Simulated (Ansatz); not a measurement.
A calculation with Ansatz (development build ahead of 0.2.0).

```yaml
crystal:
  periodic: [false, false, false]
  atoms:
    - { symbol: S, position_ang: [-0.0019, 0.0096, -0.49856] }
    - { symbol: O, position_ang: [-0.00547, -0.00018, 0.99289] }
basis:
  gaussian: { orbitals: cc-pVTZ }
magnetization:
  spin_polarized: true
  initial_magnetization: 2
hamiltonian:
  xc: hf
correlation:
  method: mp2
  frozen_orbitals: { O: 1, S: 5 }
```

The input is written out in the form of the current development build from the run's settings.

Results

- Converged: yes
- Reference energy: -472.40236 hartree
- Correlation energy: -0.37591 hartree
- Total energy: -472.77828 hartree
- Spin squared of the determinant: 2.053
